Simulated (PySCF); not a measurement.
Molecule: `C=NC(=O)CC`, C$_{4}$H$_{7}$NO.

Mapped SMILES: `[CH2:1]=[N:2][C:3](=[O:4])[CH2:5][CH3:6]` (H(Xn): hydrogen on atom n). Ha(C1) is cis to C3; Hb(C1) is trans to C3.

Spin–spin couplings on one PBE0-D3(BJ)/def2-SVP geometry, PySCF 2.14.0 with density-fitted response routines, gas phase, non-relativistic, equivalent pairs averaged (spin–dipole term only in couplings to heteroatoms); isotopes 13C, 1H, 17O; basis pcJ-1.

**Question.** How do the couplings (Hz) change with the functional? Times are CPU seconds on shared hosts with different chips, so compare them loosely.

**Answer.** 
| functional | functions | 1J(C1,Hb(C1)) | 1J(C1,Ha(C1)) | 1J(C6,H(C6)) | 1J(C5,H(C5)) | 1J(C3,O4) | 1J(C3,C5) | 1J(C5,C6) | core-s |
| --- | --- | --- | --- | --- | --- | --- | --- | --- | --- |
| LDA | 232 | 148.8 | 132.4 | 102.3 | 99.5 | 37.4 | 36.7 | 24.8 | 19 |
| PBE | 232 | 175.4 | 155.4 | 122.9 | 119.2 | 37.2 | 46.4 | 34.2 | 27 |
| KT2 | 232 | 190.1 | 165.1 | 129.1 | 125.0 | 43.8 | 36.7 | 25.6 | 29 |
| PBE0 | 232 | 181.8 | 161.7 | 126.9 | 123.6 | 32.8 | 51.7 | 38.0 | 34 |
| B97-2 | 232 | 175.6 | 156.9 | 121.3 | 117.3 | 31.6 | 50.7 | 37.7 | 34 |
| BHandHLYP | 232 | 206.5 | 185.4 | 144.7 | 141.4 | 25.2 | 62.7 | 47.5 | 39 |
| CAM-B3LYP | 232 | 189.6 | 169.1 | 132.0 | 128.9 | 31.9 | 53.6 | 39.5 | 49 | Left out for a near triplet instability: HF/pcJ-1.
